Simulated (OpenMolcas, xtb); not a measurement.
**C2HF2 (SMILES [CH]=C(F)F): methods side by side**

The species is C2HF2 (5 atoms), meant as a doublet with charge 0. As SMILES, `[CH]=C(F)F`. Geometry: relaxed at PBE0-D4/def2-TZVP.

Each level gives the dipole moment (D). The values are calculated.

```csv
level,kind,program,value (D),CPU time
GFN2-xTB,semi-empirical,xtb,1.97,under 2 s
ROHF/aug-cc-pVDZ (RICD fitting),Hartree–Fock,OpenMolcas,1.57,11 s
USVWN5/aug-cc-pVDZ,LDA,OpenMolcas,1.16,38 s
UPBE/aug-cc-pVDZ,GGA,OpenMolcas,1.11,52 s
UM06-L/aug-cc-pVDZ,meta-GGA,OpenMolcas,1.14,78 s
UPBE0/aug-cc-pVDZ,global hybrid,OpenMolcas,1.28,53 s
```

The values span 1.11 to 1.97 D. Magnitudes only. Times are those of the runs behind each value, whatever else they computed, on shared processors of several kinds: orders of magnitude only.
